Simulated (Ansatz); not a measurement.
C2H3O (SMILES C[C]=O) moved off its minimum; all values from Ansatz (a program for electronic structure), cores frozen in correlated methods. Open shells are unrestricted.
(charge 0, multiplicity 2)
```xyz
6

C     -1.14285     0.17410     0.01499
C      0.21743    -0.29868     0.19040
O      1.29742     0.08627    -0.22826
H     -1.52677     0.33499     1.11323
H     -1.76391    -0.73248    -0.37413
H     -1.16313     1.05767    -0.54735
```

Forces at HF/def2-TZVPP (eV/Å):

| atom | Fx | Fy | Fz |
|---|---|---|---|
| C1 | -2.409 | -2.378 | 2.695 |
| C2 | 6.256 | 0.878 | -1.674 |
| O3 | -5.035 | -1.534 | 1.811 |
| H4 | 0.578 | -0.079 | -2.421 |
| H5 | 1.119 | 2.172 | 0.454 |
| H6 | -0.510 | 0.941 | -0.866 |

Task: Give the forces (eV/Å), the total energy and the dipole at CCSD(T)/cc-pVTZ.

Result: 
| atom | Fx | Fy | Fz |
|---|---|---|---|
| C1 | -2.317 | -2.190 | 2.430 |
| C2 | 3.819 | -0.330 | -0.452 |
| O3 | -2.416 | -0.505 | 0.721 |
| H4 | 0.484 | -0.083 | -2.067 |
| H5 | 0.942 | 1.845 | 0.400 |
| H6 | -0.512 | 1.263 | -1.031 |
Energy -152.9223 hartree, dipole 2.67 D.
